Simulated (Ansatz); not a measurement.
System: tetrachloromethane, CCl$_{4}$, charge 0, multiplicity 1. SMILES: ClC(Cl)(Cl)Cl
Structure (B3LYP-D3(BJ)/def2-TZVP (Ansatz, an electronic-structure program) minimum search):
```
C
Cl 1 1.7795
Cl 1 1.7795 2 109.47
Cl 1 1.7795 2 109.47 3 -120.00
Cl 1 1.7795 2 109.47 4 -120.00
```
Charge 0, spin multiplicity 1.

Property: vertical ionisation energy to the doublet, in eV. Terms: open shells spin-unrestricted; spin-orbit terms left out; each state is the SCF solution reached for its charge and spin; 6-311+G** with 5d, 6d on Na to Ar in Ansatz; no dispersion term unless named; six Cartesian d functions in 6-31G* and its kin unless marked 5d; non-relativistic. Ab initio and DFT rows: single points at B3LYP-D3(BJ) geometries (Ansatz).

```json
[
 {"level": "B3LYP/STO-3G", "program": "Ansatz", "vertical ionisation energy to the doublet (eV)": "10.47"},
 {"level": "B3LYP/3-21G", "program": "Ansatz", "vertical ionisation energy to the doublet (eV)": "11.38"},
 {"level": "B3LYP/6-31G*", "program": "Ansatz", "vertical ionisation energy to the doublet (eV)": "11.10"},
 {"level": "B3LYP/6-311+G**", "program": "Ansatz", "vertical ionisation energy to the doublet (eV)": "11.15"},
 {"level": "B3LYP/def2-TZVPD", "program": "Ansatz", "vertical ionisation energy to the doublet (eV)": "11.05"}
]
```

No value to compare with is used here. The 4 habitual levels span 10.47 (B3LYP/STO-3G) to 11.38 eV (B3LYP/3-21G); B3LYP/def2-TZVPD gives 11.05.

The sets are all those run for this method; left out are runs that failed, that the program found above a lower state of the same kind, or whose <S^2> lies over 0.5 above the pure value.
